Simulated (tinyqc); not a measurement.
Inside a calculation. Method: extended Hueckel theory, for CH2-. The parameters take no account of the charge, which enters only through the electron count, and nothing here shows that the anion is bound. Computed by tinyqc, a small Python program that keeps every step (integrals from PySCF). Settings: charge = -1, K = 2.0, weighted = 1, multiplicity = 2. Command: `OMP_NUM_THREADS=1 python tinyqc.py 24189 24190 out.jsonl` (the two numbers bound the seeds that draw the settings). One thread of a shared host (Intel(R) Xeon(R) Processor @ 2.60GHz), about 0.01 s of CPU time with the checks.

## Overlaps

Geometry (angstrom):
```
atom         x          y         z
C     0.000000   0.000000  0.000000
H     0.000000   1.012000  0.564000
H     0.000000  -1.061000  0.591000
```

Parameters chosen for this run:
```
element  shell  Slater exponent   H_ii (eV)
C           2s         1.625000  -21.400000
C           2p         1.625000  -11.400000
H           1s         1.300000  -13.600000
```

Slater orbitals, each expanded in six Gaussians scaled to its exponent.

overlap S, lower triangle:
```
           1C 2s    1C 2px     1C 2py    1C 2pz     2H 1s     3H 1s
1C 2s   1.000000
1C 2px  0.000000  1.000000
1C 2py  0.000000  0.000000   1.000000
1C 2pz  0.000000  0.000000   0.000000  1.000000
2H 1s   0.454499  0.000000   0.407827  0.227287  1.000000
3H 1s   0.424685  0.000000  -0.389301  0.216849  0.090474  1.000000
```

## Wolfsberg-Helmholz matrix

diagonal H_ii (eV): 1C 2s -21.400000, 1C 2px -11.400000, 1C 2py -11.400000, 1C 2pz -11.400000, 2H 1s -13.600000, 3H 1s -13.600000

K = 2.000000

H_ij = K' S_ij (H_ii + H_jj)/2 for i != j (the diagonal keeps H_ii), with K' = K + D^2 + D^4 (1 - K), D = (H_ii - H_jj)/(H_ii + H_jj), K = 2.

H (eV), lower triangle:
```
             1C 2s      1C 2px      1C 2py      1C 2pz       2H 1s       3H 1s
1C 2s   -21.400000
1C 2px    0.000000  -11.400000
1C 2py    0.000000    0.000000  -11.400000
1C 2pz    0.000000    0.000000    0.000000  -11.400000
2H 1s   -16.282863    0.000000  -10.234837   -5.704000  -13.600000
3H 1s   -15.214738    0.000000    9.769924   -5.442060   -2.460901  -13.600000
```

## Orbitals

valence electrons = 7

Solve H C = S C e through S^(-1/2); fill by pairs from the bottom, a degenerate level sharing its electrons equally; each orbital has its largest coefficient positive (the first on a tie).

orbital energies (eV): -25.212390  -16.762346  -12.194283  -11.400000  7.036312  17.016937

occupations: 2.000000  2.000000  2.000000  1.000000  0.000000  0.000000

coefficients:
```
              MO1        MO2        MO3       MO4        MO5        MO6
1C 2s    0.693141  -0.007897  -0.287117  0.000000  -0.179114  -1.023200
1C 2px   0.000000   0.000000   0.000000  1.000000   0.000000   0.000000
1C 2py  -0.000107   0.536434   0.007672  0.000000   1.089967  -0.251881
1C 2pz  -0.001059  -0.001605   0.917945  0.000000  -0.110977  -0.555566
2H 1s    0.292175   0.420799   0.124931  0.000000  -0.626412   1.033232
3H 1s    0.273574  -0.445817   0.129662  0.000000   0.950198   0.645812
```

sum of one-electron energies = -119.738037 eV

## Mulliken analysis

P = C n C^T; charge = valence electrons (C 4, H 1) minus the sum of (P S)_ii on the atom; overlap population = 2 sum P_ij S_ij between two atoms.

charges: 1C -1.141488, 2H 0.075440, 3H 0.066048

Overlap populations:
```
pair      value
2-1    0.770039
3-1    0.739377
3-2   -0.033102
```
